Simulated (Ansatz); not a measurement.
The input, for Ansatz 0.2.0:

```yaml
crystal:
  periodic: [false, false, false]
  atoms:
    - {symbol: Al, position_ang: [0.000000, 0.000000, 0.000000]}
    - {symbol: H, position_ang: [0.000000, 0.000000, 2.567000]}
basis:
  gaussian: {orbitals: cc-pVDZ}
magnetization: {spin_polarized: false, initial_magnetization: 2}
hamiltonian: {pseudopotentials: {relativity: none}}
correlation: {method: sc_nevpt2, electrons: valence, active_space: {window: {electrons: 2, orbitals: 4}}}
accuracy: high
output: {forces: true}
```

```sh
$ ansatz run in.yaml --threads 1 --pin off --events-out ev --progress --plain --max-ram 2393MiB
```

Log:

```
408 factors; integrals over basis functions are off by at most 3.4e-9 eV
mean field evaluation 1: about -6594.5464 eV, gradient 4.4e0 eV
mean field evaluation 2: about -6594.5473 eV, gradient 4.4e0 eV
mean field evaluation 4: about -6595.1675 eV, gradient 8.7e-1 eV
mean field evaluation 8: about -6595.1773 eV, gradient 1.4e-3 eV
mean field evaluation 16: about -6593.3997 eV, gradient 7.1e0 eV
mean field evaluation 32: about -6595.1773 eV, gradient 2.7e-4 eV
mean field evaluation 64: about -6595.1742 eV, gradient 2.8e-1 eV
mean field evaluation 96: about -6594.4025 eV, gradient 1.8e-4 eV
mean field -6595.17725827 eV, -242.3682938696 hartree, gradient 2.8e-8 eV, S^2 2.000000; 11 other end points of the search recorded, 0 dependent functions left out
reference -6595.17725827 eV, -242.3682938696 hartree; 8, 6 occupied and 15, 17 virtual orbitals, 408 factors
state -6595.18812249 eV, -242.3686931223 hartree
state -6595.18812249 eV, -242.3686931223 hartree; corrected -6596.14053206 eV, -242.4036935287 hartree
the calculation of the forces begins
Total energy: -6596.14053206 eV, -242.4036935287 hartree
Atom 0 at     0.000000     0.000000     0.000000 Å, force    -0.000000    -0.000000     0.209742 eV/Å
Atom 1 at     0.000000     0.000000     2.567000 Å, force     0.000000    -0.000000    -0.209742 eV/Å
Dipole moment:    -0.000000     0.000000     0.013634 e Å
```

Natural occupations: 0.9995 0.9995 0.0005 0.0005.

Forces (eV/Å):
```
Al   0.000  0.000  0.210
H    0.000  0.000 -0.210
```

Ran on 1 thread of Arm Neoverse V1, shared host: 1.1 s wall, 0.06 GiB peak host memory.
